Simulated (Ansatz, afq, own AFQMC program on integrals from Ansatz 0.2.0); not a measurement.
AFQMC on a folder of integrals that Ansatz 0.2.0 wrote.

```yaml
crystal:
  periodic: [false, false, false]
  atoms:
    - {symbol: Si, position_ang: [0.000000, 0.000000, 0.000000]}
    - {symbol: C, position_ang: [0.000000, 0.000000, 1.502000]}
basis:
  gaussian: {orbitals: 6-31G}
magnetization: {spin_polarized: true, initial_magnetization: 2}
correlation: {method: ccsd_t, electrons: outside_noble_gas, hamiltonian_folder: ham}
```

```sh
$ ansatz run in.yaml --threads 1 --pin off --events-out ev --progress --plain --max-ram 16896MiB --backend cuda --devices 0, --max-vram 18GiB
```

Options of the walk:

```
--method phaseless --trial hf --walkers 4000 --populations 20 --least-time 40 --time-step 0.005 --steps-per-block 20 --equilibration-blocks 112 --max-blocks 4000 --target-error 0.0008500 --factor-cut 1e-05 --start spin_pure --seed 7102 --taylor-order 6
```

Times are imaginary, in 1/Eh. The walk had a cap of 49 s. With eight or more populations the least sampling time is a fifth of least-time, and the error comes from their spread.

```
orbitals 16  electrons 5 3  factors 94 of 267
reference energy -326.51421188 Eh
CCSD correlation -0.10914973 Eh in 15 cycles, weight of the determinant in the CISD state 0.8213
energy of the start -326.520538 Eh
 block  time / (1/Eh)  mean weight  energy / Eh
     1     0.100  1.0002  -326.535564
     2     0.200  1.0003  -326.547364
     3     0.300  1.0003  -326.558804
     4     0.400  1.0004  -326.566230
     5     0.500  1.0004  -326.572759
     8     0.800  1.0003  -326.586707
    11     1.100  1.0001  -326.599234
    21     2.100  1.0000  -326.616276
    26     2.600  0.9999  -326.619269
    41     4.100  0.9998  -326.624567
    56     5.600  1.0001  -326.626432
    71     7.100  1.0000  -326.627867
    86     8.600  0.9999  -326.622899
   101    10.100  0.9997  -326.627187
   116    11.600  0.9999  -326.629279
   126    12.600  1.0000  -326.634364
   131    13.100  1.0000  -326.628680
   146    14.600  0.9999  -326.627265
   161    16.100  1.0001  -326.628263
   176    17.600  1.0002  -326.628822
   191    19.100  1.0000  -326.626734
   206    20.600  1.0000  -326.627768
   211    21.100  0.9998  -326.626295
error from the spread of 20 populations
energy -326.628163 +/- 0.000844 Eh
(rows thinned)
```

(1) Estimate how long the walk took on 1 × NVIDIA H100 80GB HBM3 with 2 threads of AMD EPYC 7R13 Processor (Zen 3), with other jobs on the host (the card was shared).

The run passed its tests (sampling time, drift between the halves within three errors, error under three times the target), which doesn't prove that it has relaxed.

Against this walk (error 23.0 meV) on the same determinant: CCSD(T) 36.8 meV higher (within the noise), CCSDT(Q) 9.5 meV lower (within the noise), CCSDTQ 13.4 meV lower (within the noise), full CI 15.1 meV lower (within the noise), a separate phaseless walk with a CISD trial and standard settings 16.9 ± 23.4 meV higher (within the noise). The error is statistical and leaves out the bias of the constraint. The determinant has ⟨S²⟩ = 2.27, so the low cluster orders mix in higher spin, while the walk starts as a pure triplet. The determinant is a poor start (see the cautions), so the low cluster orders aren't to be relied on, and full CI is the sure value.

Cautions: constraint bias not in the error; lower spins were not checked; strong correlation (T1 0.071, weight of the determinant 0.82, largest double 0.13); unrestricted determinant spin contaminated (⟨S²⟩ 2.27 against 2.00).

Results:

(1) 14 s of wall time.

CCSDT and higher add their correlation energy to the determinant of the CCSD(T) run, since their own runs factorise the integrals more tightly (a shift of under 2 meV). A walk keeps the symmetry of its determinant, which the program's search chose and which needn't be the lowest solution, so a lower state of the same spin and another symmetry isn't excluded.
